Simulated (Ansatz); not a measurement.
Geometry optimisation, UKS r2SCAN-D4/def2-SVP in Ansatz 0.2.0.

input.yaml

```yaml
crystal:
  periodic: [false, false, false]
  atoms:
    - { symbol: F, position_ang: [-1.52924, 0.82609, -0.74422] }
    - { symbol: Mg, position_ang: [-0.17141, 0.0417, -0.08853] }
    - { symbol: S, position_ang: [1.70065, -0.86779, 0.83275] }
magnetization:
  spin_polarized: true
  initial_magnetization: 1
basis:
  gaussian: { orbitals: def2-SVP }
hamiltonian:
  xc: r2scan
  dispersion: d4
relax:
  f_tol: 0.02
  max_steps: 40
```

Run as:

```bash
$ ansatz run input.yaml --threads 1 --pin off --max-ram 2048MiB --backend cpu --events-out ev --progress --plain --runs-dir out
```

Problem. Where does it end, and by what steps?

Solution. The run converged. After 3 steps the energy has fallen by 0.051 eV; F1 moved furthest, 0.06 Å.

```
step  energy less start (eV)  largest force component (eV/Å)  accepted
   0                  0.0000                           1.196       yes
   1                 -0.0367                           0.661       yes
   2                 -0.0510                           0.036       yes
   3                 -0.0512                           0.003       yes
```

```xyz
3
Properties=species:S:1:pos:R:3
F -1.581 0.826 -0.772
Mg -0.151 0.077 -0.074
S 1.732 -0.903 0.846
```

Whether the end is a true minimum wasn't checked by a vibrational analysis.

Run time: 2.5 min on 1 thread of Arm Neoverse V2, on a shared host, peak memory 0.16 GiB.
